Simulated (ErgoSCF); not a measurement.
# BH4O− (SMILES [BH3-]O): levels of theory compared

Aim: a comparison of 6 runs (HF/STO-3G, HF/3-21G, HF/def2-SVP, B3LYP/6-31G*, PBE0/def2-SVP, PBE0/6-311G**) of BH4O−. 

The calculation is run with ErgoSCF 3.8.

## 1. The molecule

BH4O− has 6 atoms, charge -1, and is taken as a singlet. As SMILES, `[BH3-]O`. Geometry: relaxed at GFN2-xTB.

Bond lengths: B1–O2 1.506 Å, B1–H3 1.247 Å, B1–H4 1.218 Å, B1–H5 1.247 Å, O2–H6 0.957 Å. Angles: B1–O2–H6 105.4°, O2–B1–H3 110.8°, O2–B1–H4 108.0°, O2–B1–H5 110.8°, H3–B1–H4 109.7°, H3–B1–H5 107.7°, H4–B1–H5 109.8°.

## 2. A single-point energy at HF/STO-3G (run 1)

File molecule.xyz:

```xyz
6

B     -0.074670    -0.173680    -0.316420
O     -0.013550     1.016190     0.603980
H      1.062740    -0.650510    -0.499740
H     -0.542300     0.195170    -1.379270
H     -0.789000    -1.072510     0.169030
H      0.356770     0.685330     1.422430
```

File job.ego:

```
# single point, BH4O
set_nthreads(1)
molecule "molecule.xyz"
charge = -1
tmpdir = "."
scf.output_mulliken_pop = 1
basis = "STO-3G"
scf.use_diagonalization = 1
scf.max_number_of_iterations = 120
run "HF"
```

The basis set STO-3G is read from a file made from the Basis Set Exchange's data (not shown).

Run with:

```sh
$ ergo < job.ego
```

The log of the run:

```text
[...]
INSC SCF_general constructor, number of basis functions: 14
[...]
INSC Energy   1 =        -80.42257185100
[...]
INDE E_LUMO =          0.91302307910
[...]
INSC Energy  11 =       -100.41422331651  ( diff     -0.000000000000853 )
[...]
RESC CONVERGED after  11 iterations.
RESC FINAL ENERGY:       -100.41422331651
[...]
INSC SCF: dipole_moment_x [atomic units] =       0.24361812
INSC SCF: dipole_moment_y [atomic units] =      -0.15756170
INSC SCF: dipole_moment_z [atomic units] =       0.57709899
[...]
```

Run time: 0.79 s. Hardware: 1 thread of Arm Neoverse V1, shared host; peak memory 0.26 GiB.

## 3. A single-point energy at HF/3-21G (run 2)

File input.xyz:

```xyz
6

B     -0.074670    -0.173680    -0.316420
O     -0.013550     1.016190     0.603980
H      1.062740    -0.650510    -0.499740
H     -0.542300     0.195170    -1.379270
H     -0.789000    -1.072510     0.169030
H      0.356770     0.685330     1.422430
```

File job.ego:

```
# HF on BH4O
set_nthreads("env")
molecule "input.xyz"
scf.output_mulliken_pop = 1
basis = "3-21G"
tmpdir = "."
charge = -1
scf.max_number_of_iterations = 120
scf.use_diagonalization = 1
run "HF"
```

The basis set 3-21G is read from a file made from the Basis Set Exchange's data (not shown).

Run with:

```sh
$ ergo job.ego
```

The log of the run:

```text
[...]
INSC SCF_general constructor, number of basis functions: 26
[...]
INSC Energy   1 =        -59.14832452831
[...]
INDE E_LUMO =          0.49534461721
[...]
INSC Energy  13 =       -101.29643070194  ( diff     -0.000000000001990 )
[...]
RESC CONVERGED after  13 iterations.
RESC FINAL ENERGY:       -101.29643070194
[...]
INSC SCF: dipole_moment_x [atomic units] =       0.32842778
INSC SCF: dipole_moment_y [atomic units] =      -0.24893767
INSC SCF: dipole_moment_z [atomic units] =       0.75517916
[...]
```

Wall time 0.91 s (1 thread of Arm Neoverse V1, shared host); peak memory 0.26 GiB.

Runs 3 to 5 aren't shown in full; the table further down has their settings and results.

## 4. A single-point energy at PBE0/6-311G(d,p) (run 6)

File ergo.in:

```
# BH4O, PBE0
set_nthreads("env")
molecule_inline Angstrom
B  -0.074670 -0.173680 -0.316420
O  -0.013550 1.016190 0.603980
H  1.062740 -0.650510 -0.499740
H  -0.542300 0.195170 -1.379270
H  -0.789000 -1.072510 0.169030
H  0.356770 0.685330 1.422430
EOF
basis = "6-311G**"
scf.use_diagonalization = 1
charge = -1
scf.output_mulliken_pop = 1
XC.radint = 1e-11
scf.max_number_of_iterations = 120
tmpdir = "."
XC.sparse_mode = 0
XC.angint = 41
run "PBE0"
```

The basis set 6-311G** is read from a file made from the Basis Set Exchange's data (not shown).

Run with:

```sh
$ ergo < ergo.in
```

The log of the run:

```text
[...]
INDF Weighted mixed functional:
[...]
INSC Energy   1 =        -41.94875199130
[...]
INDE E_LUMO =          0.25415327117
[...]
INSC Energy  14 =       -102.40980011029  ( diff     -0.000000000046384 )
[...]
RESC CONVERGED after  14 iterations.
RESC FINAL ENERGY:       -102.40980011029
[...]
INSC SCF: dipole_moment_x [atomic units] =       0.29143875
INSC SCF: dipole_moment_y [atomic units] =      -0.11256281
INSC SCF: dipole_moment_z [atomic units] =       0.73866572
[...]
```

It took 9.6 s on 1 thread of Arm Neoverse V1, shared host; peak memory 0.26 GiB.

## 5. Overview of the runs

| run | level | integration grid | radint | energy (Eh) | wall time |
| --- | --- | --- | --- | --- | --- |
| 1 | HF/STO-3G | – | – | -100.414223 | 0.79 s |
| 2 | HF/3-21G | – | – | -101.296431 | 0.91 s |
| 3 | HF/def2-SVP | – | – | -101.792449 | 4.5 s |
| 4 | B3LYP/6-31G* (spherical functions) | Turbo | 1e-11 | -102.493312 | 7.2 s |
| 5 | PBE0/def2-SVP | Turbo | 1e-11 | -102.298870 | 6.9 s |
| 6 | PBE0/6-311G** | Turbo | 1e-11 | -102.409800 | 9.6 s |

## 6. Summary of results

| quantity | value |
| --- | --- |
| run 6: total energy | -102.40980 Eh |

**Reading.** Totals of different functionals can't be ranked against each other. In run 1 the basis is minimal, so the values are rough. All runs together took 30 s, the longest 9.6 s.
